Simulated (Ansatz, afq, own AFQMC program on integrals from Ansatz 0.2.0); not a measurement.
# Where AFQMC and coupled cluster stand for C2H2, singlet

```xyz
4

C    -0.2446    0.0000    0.5585
C     0.1854    0.0000   -0.5585
H     0.1378    0.0000    1.5522
H     0.5678    0.0000   -1.5522
```

Connectivity, by distances: CH–CH.

Basis cc-pVDZ. Noble-gas cores (and the filled d shells of Ga–Kr and In–Xe) are frozen. Ansatz 0.2.0 and our own AFQMC program on the same integrals; the CISD trial comes from CCSD amplitudes, and released means the phaseless constraint is let go. Error bars are statistical, one sigma.

Determinant: RHF, the one that the program's search chose, which needn't be the lowest solution. The geometry is a point of a scan.

No full CI on the walks' own integrals is used here; CCSDT(Q) serves as the reference and is uncertain by about the last step of the cluster series.

Cautions: restricted determinant unstable towards unrestricted (UHF 4 meV lower, ⟨S²⟩ 0.08).

* T1 diagnostic: 0.0148
* weight of the determinant in the CISD state: 0.879
* size of the correlated space: 10 electrons in 36 orbitals

```json
{"level": "MP2", "correlation energy (eV)": "-7.0221"}
{"level": "CCSD", "correlation energy (eV)": "-7.4965"}
{"level": "CCSD(T)", "correlation energy (eV)": "-7.8142"}
```

Question: Estimate where phaseless AFQMC with a CISD trial lies against CCSD(T) on the same integrals.

Answer: 50.7 ± 22.9 meV below CCSD(T).

Reference: CCSDT(Q), correlation energy -7.855 eV. The released energy is read at 2.40 1/Eh (meV from the phaseless value at times in 1/Eh: 6 ± 19 at 0.24, 2 ± 16 at 0.51, -5 ± 20 at 0.99, 5 ± 19 at 1.62, 37 ± 19 at 2.40).

| level | E − E(reference) (meV) | share of correlation (%) |
| --- | --- | --- |
| CCSD(T) | 41.2 | 99.48 |
| CCSDT | 30.2 | 99.62 |
| ph-AFQMC/HF | 145.1 ± 74.4 | 98.15 |
| ph-AFQMC/CISD | -9.5 ± 22.9 | 100.12 |
| released AFQMC | 27.6 ± 18.8 | 99.65 |

A walk keeps the symmetry of its determinant, which the program's search chose and which needn't be the lowest solution, so a lower state of the same spin and another symmetry isn't excluded. Released energies are given only where the last usable release times agree within the noise; a slower fall can still hide under it.
